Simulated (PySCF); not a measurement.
**Computed NMR parameters against published values**

Geometry:
```csv
atom,x (Å),y (Å),z (Å)
P1,0.002,0.001,-0.004
H2,-0.736,-0.862,-0.779
H3,0.335,-0.617,1.178
H4,-0.741,1.127,0.261
H5,1.149,0.355,-0.674
```

Total charge +1.

What is known from experiment: δ ³¹P P1 -105.3 ppm (measured; solution, CH3OH; W. H. Hersh, T.-Y. Chan, Beilstein J. Org. Chem. 19 (2023) 36, supporting information).
δ ³¹P P1 -105.0 ppm (measured; solution, CH3OH; B. Maryasin, H. Zipse, Phys. Chem. Chem. Phys. 13 (2011) 5150).

PySCF calculation with structure optimised with GFN2-xTB and PBE0/pcSseg-1 with gauge-including orbitals; no relativistic terms, one conformer, one averaged value for each set of equivalent atoms, no solvent model.

(1) Set the calculated values beside the experiment.

(2) How far are the unscaled ³¹P shifts from the references?

Answers

(1) 
Reference values: measured (solution, CH3OH; W. H. Hersh, T.-Y. Chan, Beilstein J. Org. Chem. 19 (2023) 36, supporting information).
```json
{"atoms": "P1", "quantity": "δ ³¹P vs 85 % H3PO4", "reference": "-105.3", "computed": "-151.7"}
```

Reference values: measured (solution, CH3OH; B. Maryasin, H. Zipse, Phys. Chem. Chem. Phys. 13 (2011) 5150).
```
atoms             quantity  reference  computed
   P1  δ ³¹P vs 85 % H3PO4     -105.0    -151.7
```

Computed shifts are σ(ref) − σ with the named reference compound (TMS for H and C) calculated as an isolated molecule at the same level.

(2) Mean signed difference -46.55 ppm, mean absolute 46.55 ppm over 2 comparisons; the largest is -46.7 ppm at P1 (phosphorus bonded to 4 H).
